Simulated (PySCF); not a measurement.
Molecule: `C=P(C)(C)C`, C$_{4}$H$_{11}$P.

Numbering as in the mapped SMILES `[CH2:1]=[P:2]([CH3:3])([CH3:4])[CH3:5]`. Hydrogens are named by the atom that carries them.

Geometry PBE0-D3(BJ)/def2-SVP throughout; GIAO in PySCF 2.14, gas phase, one conformer, non-relativistic; equivalent atoms averaged; functional PBE0.

For orientation, 6-311+G(2d,p) gives these absolute shieldings σ: C3/C4/C5 165.7, C1 193.5, P2 330.0, H(C3)/H(C4)/H(C5) 30.29, H(C1) 31.85 ppm.

A run gave: C3/C4/C5 176.2, C1 202.4, P2 404.8, H(C3)/H(C4)/H(C5) 30.92, H(C1) 32.59 ppm (absolute shieldings σ).

Which basis set was used in that run?
A. 6-31G*
B. def2-SVP
C. 6-31G
D. def2-TZVP

Answers

A. H(C3)/H(C4)/H(C5) tells them apart best: 6-31G* gives 30.92, def2-TZVP gives 30.26, def2-SVP gives 30.24, 6-31G gives 31.52 ppm.
